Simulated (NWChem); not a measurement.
System: ethanethiol (C₂H₆S); SMILES CCS

The following NWChem deck was run.

```
start job
memory heap 200 mb stack 900 mb global 1100 mb
geometry units angstroms noautosym nocenter noautoz
  C      0.368206    -1.629394    -0.058445
  C     -0.632012    -0.494513     0.043069
  S      0.100276     1.169517    -0.070791
  H     -0.145643    -2.604424    -0.041489
  H      1.078445    -1.611922     0.783099
  H      0.950917    -1.560308    -0.988868
  H     -1.346653    -0.526065    -0.794459
  H     -1.229321    -0.563555     0.965392
  H      0.833590     1.096238     1.061508
end
basis spherical
  * library def2-svp
end
dft
  xc pbe0
  iterations 150
end
cosmo
  do_cosmo_smd true
  solvent hexane
end
task dft energy
```

Parts of the log:

```
             Northwest Computational Chemistry Package (NWChem) 7.3.0
             --------------------------------------------------------

                             Geometry "geometry" -> ""
                             -------------------------

 Output coordinates in angstroms (scale by  1.889725989 to convert to a.u.)

  No.       Tag          Charge          X              Y              Z
 ---- ---------------- ---------- -------------- -------------- --------------
    1 C                    6.0000     0.36820600    -1.62939400    -0.05844500
    2 C                    6.0000    -0.63201200    -0.49451300     0.04306900
    3 S                   16.0000     0.10027600     1.16951700    -0.07079100
    4 H                    1.0000    -0.14564300    -2.60442400    -0.04148900
    5 H                    1.0000     1.07844500    -1.61192200     0.78309900
    6 H                    1.0000     0.95091700    -1.56030800    -0.98886800
    7 H                    1.0000    -1.34665300    -0.52606500    -0.79445900
    8 H                    1.0000    -1.22932100    -0.56355500     0.96539200
    9 H                    1.0000     0.83359000     1.09623800     1.06150800

 Effective nuclear repulsion energy (a.u.)     107.0574005825

                                 NWChem DFT Module
                                 -----------------

 Summary of "ao basis" -> "ao basis" (spherical)
 ------------------------------------------------------------------------------
       Tag                 Description            Shells   Functions and Types
 ---------------- ------------------------------  ------  ---------------------
 C                          def2-svp                 6       14   3s2p1d
 S                          def2-svp                 8       18   4s3p1d
 H                          def2-svp                 3        5   2s1p

 in cosmo_initialize ...
 calling solv_data for solv:hexane

 solvent parameters
 solvname_short: hexane
 solvname_long:  n-hexane
 dielec:        1.8819
 dielecinf:     1.8903
 nonaqueous SMD model solvent descriptors
 dielec:        1.8819
 sola:          0.0000
 solb:          0.0000
 solc:          0.0000
 solg:         25.7500
 solh:          0.0000
 soln:          1.3749

          ---------------
          -cosmo- solvent
          ---------------
 Cosmo: York-Karplus, doi: 10.1021/jp992097l
 dielectric constant -eps-     =   1.88
 screen = (eps-1)/(eps    )    =   0.46862
 surface charge correction     = lagrangian

   van der Waals surface
 --------------------------

 ---------- ATOMIC COORDINATES (A.U.) ------------ VDWR(ANG.) --
     1    0.69580845   -3.07910819   -0.11044504     1.850
     2   -1.19432950   -0.93449407    0.08138861     1.850
     3    0.18949416    2.21006667   -0.13377559     2.490
     4   -0.27522536   -4.92164772   -0.07840284     1.200
     5    2.03796554   -3.04609089    1.47984253     1.200
     6    1.79697257   -2.94855458   -1.86868956     1.200
     7   -2.54480517   -0.99411870   -1.50130982     1.200
     8   -2.32307984   -1.06496453    1.82432635     1.200
     9    1.57525669    2.07158944    2.00595925     1.200
 number of segments per atom =        128
 number of   points per atom =        128
 atom (   nspa,  nppa )
 ----------------------
    1 (     56,     0 )       0
    2 (     27,     0 )       0
    3 (    105,     0 )       0
    4 (     54,     0 )       0
    5 (     55,     0 )       0
    6 (     54,     0 )       0
    7 (     50,     0 )       0
    8 (     51,     0 )       0
    9 (     20,     0 )       0
 number of -cosmo- surface points =      472
 molecular surface =    114.411 angstrom**2
 molecular volume  =     95.892 angstrom**3
 -lineq- algorithm             =   0
 -bem- low  level              =   3
 -bem- from -octahedral-
 gaussian surface charge width =   4.50000
 degree of switching           =   1.00000
 switching function tolerance  =   0.00010
 atomic radii =
 --------------
    1  6.000  1.850
    2  6.000  1.850
    3 16.000  2.490
    4  1.000  1.200
    5  1.000  1.200
    6  1.000  1.200
    7  1.000  1.200
    8  1.000  1.200
    9  1.000  1.200
 ...... end of -cosmo- initialization ......

 nat:                     9
 ixmem:                  4523
 calling mnsol_interface()
 G(SMD-CDS) energy (kcal/mol)  =    -2.176
 SMD-CDS SASA (angstrom**2)    =   123.676

            General Information
            -------------------
          SCF calculation type: DFT
          Wavefunction type:  closed shell.
          No. of atoms     :     9
          No. of electrons :    34
           Alpha electrons :    17
            Beta electrons :    17
          Charge           :     0
          Spin multiplicity:     1
          Use of symmetry is: off; symmetry adaption is: off
          Maximum number of iterations: 150
          AO basis - number of functions:    76
                     number of shells:    38
          Convergence on energy requested:  1.00D-06
          Convergence on density requested:  1.00D-05
          Convergence on gradient requested:  5.00D-04

              XC Information
              --------------
                         PBE0 Method XC Functional
                     Hartree-Fock (Exact) Exchange  0.250
          PerdewBurkeErnzerhof Exchange Functional  0.750
            Perdew 1991 LDA Correlation Functional  1.000 local
           PerdewBurkeErnz. Correlation Functional  1.000 non-local

             Grid Information
             ----------------
          Grid used for XC integration:  medium
          Radial quadrature: Mura-Knowles
          Angular quadrature: Lebedev.
          Tag              B.-S. Rad. Rad. Pts. Rad. Cut. Ang. Pts.
          ---              ---------- --------- --------- ---------
          C                   0.70       49           9.0       434
          S                   1.00       88          10.0       590
          H                   0.35       45          11.0       434
          Grid pruning is: on
          Number of quadrature shells:   456
          Spatial weights used:  Erf1

      Superposition of Atomic Density Guess
      -------------------------------------

 Sum of atomic energies:        -475.59261355

      Non-variational initial energy
      ------------------------------

 Total energy =    -477.246205
 1-e energy   =    -865.314460
 2-e energy   =     281.010855
 HOMO         =      -0.283141
 LUMO         =       0.073146

   convergence    iter        energy       DeltaE   RMS-Dens  Diis-err
 ---------------- ----- ----------------- --------- --------- ---------
     COSMO gas phase
 d= 0,ls=0.0,diis     1   -477.5631820176 -5.85D+02  7.02D-03  2.22D-01
 d= 0,ls=0.0,diis     2   -477.5820811943 -1.89D-02  3.67D-03  6.44D-02
 d= 0,ls=0.0,diis     3   -477.5881781410 -6.10D-03  1.43D-03  2.04D-02
 d= 0,ls=0.0,diis     4   -477.5908239113 -2.65D-03  3.00D-04  5.78D-04
 d= 0,ls=0.0,diis     5   -477.5909097452 -8.58D-05  4.74D-05  1.51D-05
  Resetting Diis
 d= 0,ls=0.0,diis     6   -477.5909117753 -2.03D-06  1.20D-05  1.14D-06
 d= 0,ls=0.0,diis     7   -477.5909119197 -1.44D-07  5.97D-06  9.32D-08

   convergence    iter        energy       DeltaE   RMS-Dens  Diis-err
 ---------------- ----- ----------------- --------- --------- ---------
     COSMO solvation phase
 d= 0,ls=0.0,diis     1   -477.5962305444 -5.32D-03  7.22D-04  3.12D-04
 d= 0,ls=0.0,diis     2   -477.5963126018 -8.21D-05  2.07D-04  1.24D-04
 d= 0,ls=0.0,diis     3   -477.5963312467 -1.86D-05  4.44D-05  1.19D-05
 d= 0,ls=0.0,diis     4   -477.5963325457 -1.30D-06  1.53D-05  2.06D-06
 d= 0,ls=0.0,diis     5   -477.5963328061 -2.60D-07  3.94D-06  1.09D-07

         Total DFT energy =     -477.596332806109
      One electron energy =     -868.433044249950
           Coulomb energy =      322.320200782795
    Exchange-Corr. energy =      -38.507701190035
 Nuclear repulsion energy =      107.057400582451

             COSMO energy =       -0.033188731370

 Numeric. integr. density =       34.000008997093

                                COSMO-SMD solvation results
                                ---------------------------

             internal energy in gas <Psi(g)|H|Psi(g)> =      -477.590911919719
         internal energy in solvent <Psi(s)|H|Psi(s)> =      -477.590801819385
                               delta internal energy  =         0.000110100334 (    0.07 kcal/mol)
   total free energy in solvent <Psi(s)|H+V/2|Psi(s)> =      -477.592864469065
 polarization energy contribution <Psi(s)|V/2|Psi(s)> =        -0.002062649680 (   -1.29 kcal/mol)
    total free energy in solvent including G(SMD-CDS) =      -477.596332806109
                       G(SMD-CDS) energy contribution =        -0.003468337044 (   -2.18 kcal/mol)
     1 M fixed-concentration free energy of solvation =        -0.005420886390 (   -3.40 kcal/mol)

                       DFT Final Molecular Orbital Analysis
                       ------------------------------------

 Vector   15  Occ=2.000000D+00  E=-3.595524D-01
              MO Center= -7.8D-02, -8.4D-01,  3.2D-02, r^2= 2.8D+00
   Bfn.  Coefficient  Atom+Function         Bfn.  Coefficient  Atom+Function
  ----- ------------  ---------------      ----- ------------  ---------------
    62      0.293336  7 H  s                 52      0.276622  5 H  s
    20     -0.237710  2 C  pz                 6      0.231254  1 C  pz
    18     -0.174986  2 C  px                 4      0.162593  1 C  px
    47     -0.142958  4 H  s                 63      0.142875  7 H  s
    53      0.140051  5 H  s                 72      0.137455  9 H  s

 Vector   16  Occ=2.000000D+00  E=-3.298683D-01
              MO Center= -2.4D-02,  4.8D-01, -7.3D-02, r^2= 3.2D+00
   Bfn.  Coefficient  Atom+Function         Bfn.  Coefficient  Atom+Function
  ----- ------------  ---------------      ----- ------------  ---------------
    40      0.322558  3 S  py                32      0.285468  3 S  s
    37      0.284498  3 S  py                19     -0.228097  2 C  py
    41     -0.223367  3 S  pz                38     -0.194440  3 S  pz
    31      0.182441  3 S  s                 72     -0.168720  9 H  s
     5      0.166643  1 C  py                47     -0.163875  4 H  s

 Vector   17  Occ=2.000000D+00  E=-2.438608D-01
              MO Center=  7.3D-02,  9.8D-01, -3.0D-02, r^2= 1.9D+00
   Bfn.  Coefficient  Atom+Function         Bfn.  Coefficient  Atom+Function
  ----- ------------  ---------------      ----- ------------  ---------------
    39      0.503567  3 S  px                41     -0.343759  3 S  pz
    36      0.337239  3 S  px                40     -0.265158  3 S  py
    38     -0.231477  3 S  pz                33      0.193060  3 S  px
    37     -0.167357  3 S  py                 3     -0.148485  1 C  s
    35     -0.132341  3 S  pz                67      0.125224  8 H  s

 Vector   18  Occ=0.000000D+00  E= 4.149332D-02
              MO Center=  1.8D-01,  4.8D-01,  4.1D-01, r^2= 4.5D+00
   Bfn.  Coefficient  Atom+Function         Bfn.  Coefficient  Atom+Function
  ----- ------------  ---------------      ----- ------------  ---------------
    17      1.283218  2 C  s                 73     -0.878096  9 H  s
    68     -0.613892  8 H  s                 39      0.585500  3 S  px
     3      0.549468  1 C  s                 41      0.512504  3 S  pz
    63     -0.509246  7 H  s                 53     -0.461853  5 H  s
    40      0.396895  3 S  py                58     -0.371142  6 H  s

 Vector   19  Occ=0.000000D+00  E= 8.418824D-02
              MO Center=  1.1D-01,  4.0D-01,  3.5D-01, r^2= 4.5D+00
   Bfn.  Coefficient  Atom+Function         Bfn.  Coefficient  Atom+Function
  ----- ------------  ---------------      ----- ------------  ---------------
    17      1.433876  2 C  s                 32     -1.252178  3 S  s
    73      1.041737  9 H  s                 40      0.754453  3 S  py
    63     -0.649901  7 H  s                 22      0.606358  2 C  py
    41     -0.571656  3 S  pz                 3      0.394976  1 C  s
    58     -0.394526  6 H  s                 68     -0.318583  8 H  s

 Vector   20  Occ=0.000000D+00  E= 9.475129D-02
              MO Center= -1.6D-01, -1.3D+00, -6.8D-02, r^2= 5.7D+00
   Bfn.  Coefficient  Atom+Function         Bfn.  Coefficient  Atom+Function
  ----- ------------  ---------------      ----- ------------  ---------------
     3      2.046658  1 C  s                 48     -1.305316  4 H  s
    21     -0.685067  2 C  px                53     -0.609519  5 H  s
    63     -0.597819  7 H  s                 58     -0.569636  6 H  s
    40     -0.565733  3 S  py                68     -0.439220  8 H  s
    32      0.265689  3 S  s                  8     -0.239116  1 C  py

     Multipole analysis of the density
     ---------------------------------

     L   x y z        total         alpha         beta         nuclear
     -   - - -        -----         -----         ----         -------
     0   0 0 0     -0.000000    -17.000000    -17.000000     34.000000

     1   1 0 0     -0.050068     -0.178967     -0.178967      0.307865
     1   0 1 0     -0.621046     -0.498356     -0.498356      0.375666
     1   0 0 1      0.350833      0.401928      0.401928     -0.453022

     2   2 0 0    -20.071871    -26.961082    -26.961082     33.850293
     2   1 1 0      0.975666      1.158910      1.158910     -1.342155
     2   1 0 1      1.184920      0.106493      0.106493      0.971933
     2   0 2 0    -21.450445   -105.167521   -105.167521    188.884598
     2   0 1 1      0.766311     -0.590281     -0.590281      1.946873
     2   0 0 2    -19.551965    -17.622642    -17.622642     15.693320
```

Level: PBE0/def2-SVP, SMD on the gas-phase geometry. All runs use the structure optimised with PBE0/def2-SVP. Solvent: n-hexane.
